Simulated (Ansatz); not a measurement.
Z-matrix (Å, degrees):
```
O
O 1 1.426
H 1 0.965 2 101.1
H 2 0.965 1 101.1 3 113.4
```

The species carries charge 0 and has multiplicity 1.

Q: List the CAM-B3LYP/def2-TZVPP orbital energies in eV (Ansatz). (Estimate.)

A: Ansatz gave: Occupied: -524.13, -524.13, -33.12, -26.68, -16.75, -15.64, -13.70, -10.80, -9.74. Lowest empty: 1.67, 1.68, 3.63, 11.46, 11.64, 12.06, 12.15, 13.27.
